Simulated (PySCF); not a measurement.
Sulfur dioxide, O2S, SMILES O=S=O, point group C2v.

Force field and properties: B3LYP/pcSseg-2 (PySCF, grid level 2). Vibrational terms come from second-order perturbation theory with semi-diagonal cubic constants, by steps of ±0.6 along the normal coordinates of each isotopologue. The parent has the commonest isotopes.

Equilibrium geometry (Å):

```
atom        x        y        z
  O1  -1.2205  -0.1159   0.2147
  S2   0.0107   0.2056  -0.4617
  O3   1.2557  -0.0999   0.1967
```

Q: Give the equilibrium and ground-state rotational constants (MHz) of parent; ¹⁷O at 1; ³³S at 2; ¹⁸O at 1, ¹⁸O at 3; ¹⁷O at 1, ³³S at 2.

A: 
| species | Ae | Be | Ce | A0 | B0 | C0 | Δ0 (u Å²) | harmonic ZPE (cm⁻¹) |
| --- | --- | --- | --- | --- | --- | --- | --- | --- |
| parent | 58116 | 10304 | 8752.5 | 58386 | 10265 | 8709.8 | 0.136 | 1528 |
| ¹⁷O at 1 | 57263 | 9994.4 | 8509.3 | 57526 | 9956.8 | 8468.2 | 0.137 | 1512 |
| ³³S at 2 | 57235 | 10304 | 8732.2 | 57500 | 10265 | 8689.8 | 0.137 | 1520 |
| ¹⁸O at 1, ¹⁸O at 3 | 54881 | 9156.9 | 7847.6 | 55125 | 9123.3 | 7810.9 | 0.140 | 1469 |
| ¹⁷O at 1, ³³S at 2 | 56383 | 9994.3 | 8489.5 | 56640 | 9956.9 | 8448.7 | 0.138 | 1505 |

Δ0 = Ic − Ia − Ib from the ground-state constants.

Q: How is the parent's vibrational correction B0 − Be made up?

A: 
| axis | harmonic | Coriolis | cubic | total (MHz) |
| --- | --- | --- | --- | --- |
| a | 521 | -0 | -252 | 270 |
| b | 20.7 | -0 | -59.9 | -39.2 |
| c | 7.42 | -1.18 | -48.9 | -42.7 |

Q: And its quartic centrifugal distortion constants from the harmonic force field?

A: Asymmetric top, A reduction, Ir representation: ΔJ = 6.48 kHz, ΔJK = -104 kHz, ΔK = 2130 kHz, δJ = 1.69 kHz, δK = 21.7 kHz.
